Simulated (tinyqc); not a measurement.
The basis set: RHF and MP2 along a ladder of basis sets, for H2O, spin multiplicity 1. Computed by the program tinyqc with PySCF. Same geometry throughout; the dipole is taken about the origin.

Geometry (angstrom):
```
atom,x,y,z
O,0.0000,0.0000,0.0000
H,0.0000,0.7520,0.4650
H,0.0000,-0.7520,0.4650
```

RHF and frozen-core MP2 in a ladder of bases:
```
basis,functions,E(RHF) (hartree),E(MP2 corr) (hartree),HOMO (eV),LUMO (eV),dipole (debye)
sto-3g,7,-74.92951,-0.02855,-10.554,17.886,1.708
3-21g,13,-75.57020,-0.11525,-12.993,7.850,2.207
6-31g,13,-75.97507,-0.12078,-13.638,6.085,2.367
cc-pvdz,24,-76.01500,-0.19587,-13.483,5.437,1.790
aug-cc-pvdz,41,-76.03114,-0.21283,-13.967,1.019,1.738
cc-pvtz,58,-76.04807,-0.25580,-13.814,4.113,1.766
```

Estimate the missing row, basis = 6-31g**.

Computed row:
```
basis    functions  E(RHF) (hartree)  E(MP2 corr) (hartree)  HOMO (eV)  LUMO (eV)  dipole (debye)
6-31g**         24         -76.01267               -0.18866    -13.562      6.349           1.896
```

From cc-pVDZ to cc-pVTZ the RHF energy falls by 33.1 mhartree and the correlation energy by 59.9. If valence correlation converges as X^-3, (27 E(T) - 8 E(D))/19 gives -0.2810 hartree, a rough estimate from such small X that usually falls short; STO-3G holds about 10 % of it. Beyond STO-3G the LUMO moves by 6.8 eV and the HOMO by 1.0 eV; diffuse functions lower the positive LUMO sharply, since an unbound virtual level tracks the most diffuse function.
